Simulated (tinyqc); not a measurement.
Worked calculation: extended Hueckel theory, for N2+. The parameters take no account of the charge, which enters only through the electron count. Computed by tinyqc, a small Python program that keeps every step (integrals from PySCF). Settings: charge = 1, K = 1.75, multiplicity = 2. Command: `OMP_NUM_THREADS=1 python tinyqc.py 25441 25442 out.jsonl` (the two numbers bound the seeds that draw the settings). One thread of a shared host (Intel(R) Xeon(R) Processor @ 2.60GHz), about 0.01 s of CPU time with the checks.

## Overlaps

Geometry (angstrom):
```
atom         x         y         z
N     0.000000  0.000000  0.000000
N     0.000000  0.000000  1.126000
```

Parameters chosen for this run:
```
element  shell  Slater exponent   H_ii (eV)
N           2s         1.950000  -26.000000
N           2p         1.950000  -13.400000
```

Slater orbitals, each expanded in six Gaussians scaled to its exponent.

overlap S, order 1N 2s, 1N 2px, 1N 2py, 1N 2pz, 2N 2s, 2N 2px, 2N 2py, 2N 2pz:
```
[[1.000000, 0.000000, 0.000000, 0.000000, 0.431074, 0.000000, 0.000000, -0.429109],
 [0.000000, 1.000000, 0.000000, 0.000000, 0.000000, 0.265006, 0.000000, 0.000000],
 [0.000000, 0.000000, 1.000000, 0.000000, 0.000000, 0.000000, 0.265006, 0.000000],
 [0.000000, 0.000000, 0.000000, 1.000000, 0.429109, 0.000000, 0.000000, -0.326434],
 [0.431074, 0.000000, 0.000000, 0.429109, 1.000000, 0.000000, 0.000000, 0.000000],
 [0.000000, 0.265006, 0.000000, 0.000000, 0.000000, 1.000000, 0.000000, 0.000000],
 [0.000000, 0.000000, 0.265006, 0.000000, 0.000000, 0.000000, 1.000000, 0.000000],
 [-0.429109, 0.000000, 0.000000, -0.326434, 0.000000, 0.000000, 0.000000, 1.000000]]
```

## Wolfsberg-Helmholz matrix

diagonal H_ii (eV): [-26.000000, -13.400000, -13.400000, -13.400000, -26.000000, -13.400000, -13.400000, -13.400000]

K = 1.750000

H_ij = K' S_ij (H_ii + H_jj)/2 for i != j (the diagonal keeps H_ii), with K' = 1.75.

H (eV), order 1N 2s, 1N 2px, 1N 2py, 1N 2pz, 2N 2s, 2N 2px, 2N 2py, 2N 2pz:
```
[[-26.000000, 0.000000, 0.000000, 0.000000, -19.613845, 0.000000, 0.000000, 14.793548],
 [0.000000, -13.400000, 0.000000, 0.000000, 0.000000, -6.214399, 0.000000, 0.000000],
 [0.000000, 0.000000, -13.400000, 0.000000, 0.000000, 0.000000, -6.214399, 0.000000],
 [0.000000, 0.000000, 0.000000, -13.400000, -14.793548, 0.000000, 0.000000, 7.654870],
 [-19.613845, 0.000000, 0.000000, -14.793548, -26.000000, 0.000000, 0.000000, 0.000000],
 [0.000000, -6.214399, 0.000000, 0.000000, 0.000000, -13.400000, 0.000000, 0.000000],
 [0.000000, 0.000000, -6.214399, 0.000000, 0.000000, 0.000000, -13.400000, 0.000000],
 [14.793548, 0.000000, 0.000000, 7.654870, 0.000000, 0.000000, 0.000000, -13.400000]]
```

## Orbitals

valence electrons = 9

Solve H C = S C e through S^(-1/2); fill by pairs from the bottom, a degenerate level sharing its electrons equally; each orbital has its largest coefficient positive (the first on a tie).

orbital energies (eV): [-31.913544, -20.000681, -15.505376, -15.505376, -13.555913, -9.776412, -9.776412, 45.750036]

occupations: [2.000000, 2.000000, 2.000000, 2.000000, 1.000000, 0.000000, 0.000000, 0.000000]

coefficients, order 1N 2s, 1N 2px, 1N 2py, 1N 2pz, 2N 2s, 2N 2px, 2N 2py, 2N 2pz:
```
[[0.581445, 0.543278, 0.000000, 0.000000, -0.221005, 0.000000, 0.000000, 1.181774],
 [0.000000, 0.000000, 0.430763, 0.457928, 0.000000, -0.078048, 0.821089, 0.000000],
 [0.000000, 0.000000, 0.457928, -0.430763, 0.000000, 0.821089, 0.078048, 0.000000],
 [0.030038, -0.436714, 0.000000, 0.000000, 0.645401, 0.000000, 0.000000, 1.112748],
 [0.581445, -0.543278, 0.000000, 0.000000, -0.221005, 0.000000, 0.000000, -1.181774],
 [0.000000, 0.000000, 0.430763, 0.457928, 0.000000, 0.078048, -0.821089, 0.000000],
 [0.000000, 0.000000, 0.457928, -0.430763, 0.000000, -0.821089, -0.078048, 0.000000],
 [-0.030038, -0.436714, 0.000000, 0.000000, -0.645401, 0.000000, 0.000000, 1.112748]]
```

sum of one-electron energies = -179.405867 eV

Within a degenerate level the vectors are fixed only up to a rotation; this is one choice.

## Mulliken analysis

P = C n C^T; charge = valence electrons (N 5) minus the sum of (P S)_ii on the atom; overlap population = 2 sum P_ij S_ij between two atoms.

charges: [0.500000, 0.500000]

Overlap populations:
```
pair     value
2-1   1.607788
```
